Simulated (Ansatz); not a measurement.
For Pt (model structure, started from the beta-Sn type, I4₁/amd, No. 141, 2 atoms in the cell), PBE in Ansatz (PAW) gives:

```
Quantity              Result
-------------------  -------
lattice constant a   5.038 Å
lattice parameter c  2.706 Å
```

**Question.** What does r²SCAN (Ansatz, a first-principles code, plane waves, PAW) give for the same quantities?

**Answer.** 
- lattice constant a: 5.004 Å (falls by 0.7 %)
- lattice parameter c: 2.683 Å (shrinks by 0.8 %)

Changes are worked out from the printed values.

Unless a cell is named, each level is at its own relaxed cell (PBE 17.17, r²SCAN 16.80 Å³/atom).

Levels without +SOC leave out spin–orbit coupling, which shifts energies and cells of such heavy elements.

The crystal itself was run without spin with PBE, r²SCAN; a magnetic state was not tried in these runs.

Ansatz's density-functional and Hartree–Fock values are scalar-relativistic unless marked +SOC, with PAW data made under PBE.

A model structure was made by putting elements into a prototype or built by hand; it is no filed structure, need not be a known phase, and can be a saddle point held by its symmetry.
